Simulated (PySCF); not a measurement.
PySCF job for water (H₂O), SMILES O, HF/pcSseg-2. Coordinates come from a TPSSh-D3(BJ)/def2-TZVPD optimisation.

```python
import numpy as np
from pyscf import gto, scf, dft
from pyscf.prop.nmr import rhf as nmr

mol = gto.M(
    atom='''
    O     0.00000000   -0.00000000   -0.11802383
    H     0.00000000   -0.76390389    0.47209533
    H     0.00000000    0.76390390    0.47209533
    ''',
    basis='pcSseg-2',
    charge=0,
    spin=0,
    max_memory=1600,
    verbose=3,
)
mf = scf.RHF(mol)
mf.conv_tol = 1e-10
mf.max_cycle = 100
mf.kernel()
n = nmr.NMR(mf)
n.verbose = 2
n.max_cycle_cphf = 60
sigma = n.kernel()
print('atom   isotropic/ppm   span/ppm')
for i, s in enumerate(sigma):
    w = np.linalg.eigvalsh((s + s.T) / 2)
    print(f'{mol.atom_symbol(i):2s}{i + 1:3d} {w.mean():14.3f} {w[2] - w[0]:11.3f}')
```

Program output:

```
converged SCF energy = -76.0596824445974
atom   isotropic/ppm   span/ppm
O   1        324.716      57.233
H   2         30.245      21.071
H   3         30.245      21.071
```

The calculation finished and met its thresholds.
